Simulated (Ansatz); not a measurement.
A relaxed structure of InSb. These are PBEsol (plane waves to 420 eV, PAW, scalar-relativistic; Ansatz, a program for electronic structure) values and carry that method's errors.

```xyz
2
Lattice="0.0000 3.2599 3.2599 3.2599 0.0000 3.2599 3.2599 3.2599 0.0000" Properties=species:S:1:pos:R:3 pbc="T T T"
Sb     0.0000     0.0000     0.0000
In     4.8898     4.8898     4.8898
```

Q: Find the space group and the Wyckoff positions (tolerance 0.01 Å).

A: Space group F-43m (No. 216); a = 6.5197 Å, b = 6.5197 Å, c = 6.5197 Å, α = 90.00°, β = 90.00°, γ = 90.00°

```csv
atom,site,symmetry,x,y,z
Sb,4a,-43m,0.0000,0.0000,0.0000
In,4c,-43m,0.2500,0.2500,0.2500
```

This is the zinc blende type.

Q: Give the shortest distances between elements (the closest pairs, up to four, under 3.6 Å).

A: In–Sb 2.82 Å.

* **Volume per atom**: 34.64 Å³
* **Band gap**: zero, with touching bands (no spin-orbit coupling)

No spin polarisation in the result. Spin-orbit coupling is missing; with elements this heavy it can move band edges by tenths of an eV or more.

Measured for InSb: a 6.468 Å (static lattice; corrected from measurement; as listed in Daniel Mejia-Rodriguez, S. B. Trickey, Phys. Rev. B (2018)); gap 0.235 eV (0 K or low temperature; as listed in I. Vurgaftman, J. R. Meyer, L. R. Ram-Mohan, Journal of Applied Physics (2001)). Computed minus measured — a: PBEsol +0.8 %; gap: PBEsol -0.23 eV. The computed values are for a static lattice, and a measured gap can be an optical one, lowered by exciton binding.

The run could not lose the symmetry of its start.
